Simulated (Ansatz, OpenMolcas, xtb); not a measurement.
**Ligand exchange: CH4O + SiH3F → SiH3(OH) + CH3F**

Species: CH4O (methanol) `CO`, singlet; SiH3F `F[SiH3]`, singlet; SiH3(OH) (silanol), singlet; CH3F (fluoromethane) `CF`, singlet. The partners trade CH3 for SiH3: O–CH3 and F–SiH3 bonds give way to O–SiH3 and F–CH3.

Shapes, held fixed at every level: PBE0-D4/def2-TZVP. Programs: Ansatz 0.2.0, OpenMolcas 26.06, xtb 6.7.1. The zero-point and thermal change to 298 K, harmonic and unscaled (PBE0-D4/def2-TZVP), is -2.0 kJ/mol.

**Question.** Estimate ΔH(298 K) of this reaction.

**Answer.** The highest level, CCSD(T)/CBS estimate, gives ΔH(298 K) = +38.8 kJ/mol; the levels span +20.5 to +45.8. The column of differences is taken from that level and isn't an error. No measured value is set beside it here. The CBS estimate extrapolates MP2 from def2-TZVPP and def2-QZVPP and adds CCSD(T) − MP2 in the triple-zeta set, cores frozen.

```json
{"level": "GFN2-xTB", "kind": "semi-empirical", "ΔH(298 K) (kJ/mol)": "+20.5", "less CCSD(T)/CBS estimate": "-18.3"}
{"level": "HF/def2-SVP", "kind": "Hartree–Fock", "ΔH(298 K) (kJ/mol)": "+35.2", "less CCSD(T)/CBS estimate": "-3.6"}
{"level": "PBE-D4/def2-TZVPP", "kind": "GGA", "ΔH(298 K) (kJ/mol)": "+34.5", "less CCSD(T)/CBS estimate": "-4.3"}
{"level": "B3LYP/6-31G* (Cartesian functions)", "kind": "global hybrid", "ΔH(298 K) (kJ/mol)": "+45.8", "less CCSD(T)/CBS estimate": "+7.0"}
{"level": "B3LYP-D4/def2-TZVPP", "kind": "global hybrid", "ΔH(298 K) (kJ/mol)": "+34.9", "less CCSD(T)/CBS estimate": "-3.9"}
{"level": "PBE0-D4/def2-TZVPP", "kind": "global hybrid", "ΔH(298 K) (kJ/mol)": "+35.3", "less CCSD(T)/CBS estimate": "-3.5"}
{"level": "MP2/def2-SVP", "kind": "perturbation theory", "ΔH(298 K) (kJ/mol)": "+39.7", "less CCSD(T)/CBS estimate": "+0.9"}
{"level": "CCSD(T)/def2-SVP", "kind": "coupled cluster or CI", "ΔH(298 K) (kJ/mol)": "+38.5", "less CCSD(T)/CBS estimate": "-0.3"}
{"level": "CCSD(T)/CBS estimate", "kind": "coupled cluster or CI", "ΔH(298 K) (kJ/mol)": "+38.8", "less CCSD(T)/CBS estimate": "0.0"}
```
